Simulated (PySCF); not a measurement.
C₃H₂ClFO.
Cartesian coordinates in Å at the GFN2-xTB level; atoms count from 1:
```xyz
8
C3H2ClFO angstrom
O      2.512    0.770   -0.350
C      1.538    0.235   -0.041
C      0.462   -0.423    0.281
C     -0.901   -0.065   -0.191
F     -0.882    0.488   -1.428
Cl    -1.684    1.144    0.917
H      0.534   -1.210    1.011
H     -1.570   -0.931   -0.223
```

Computed at PBE0/pcSseg-1 (PySCF, non-relativistic), with Q(17O) = −0.0256 b, Q(35Cl) = −0.0817 b: O1, 17O (I = 5/2): χzz = 6.368 MHz, η = 0.540; Cl6, 35Cl (I = 3/2): χzz = -73.63 MHz, η = 0.077.

Problem. Where would the pure quadrupole (NQR) lines of 17O at O1 fall for the rigid, isolated species?

Solution. From the eigenvalues of H = χ/[4I(2I − 1)] × [3Iz² − I(I + 1) + η(Ix² − Iy²)], steps between neighbouring levels, labelled as for η = 0: ±1/2↔±3/2 1.220 MHz, ±3/2↔±5/2 1.817 MHz (oxygen bonded to C).

Problem. Find the zero-field quadrupole resonance frequencies of 35Cl at Cl6.

Solution. From ν = (|χ|/2)√(1 + η²/3): ν = 36.85 MHz (chlorine on a fluorinated carbon). For 37Cl the ratio of quadrupole moments, 0.7881, gives 29.04 MHz.

Problem. Apply the simplest Townes–Dailey estimate (no s hybridisation, no π bonding), ionic character = 1 − χzz/χ0, where χ0 is the coupling for one missing p electron along the bond: −109.74 MHz for 35Cl.

Solution. Cl6 on C4: 1 − (-73.63)/(-109.74) = 0.33. In this model a purely covalent bond gives χ0 and a free halide ion gives zero; s hybridisation or π bonding, where present, is counted here as ionic character.

In a crystal, neighbours and librations shift these lines. GFN2-xTB bond lengths can be off by several hundredths of an ångström, more for odd bonds, and the gradients follow them. The basis is small and wasn't made for field gradients, so the couplings can be 20 % off.

One conformer stands for the species.
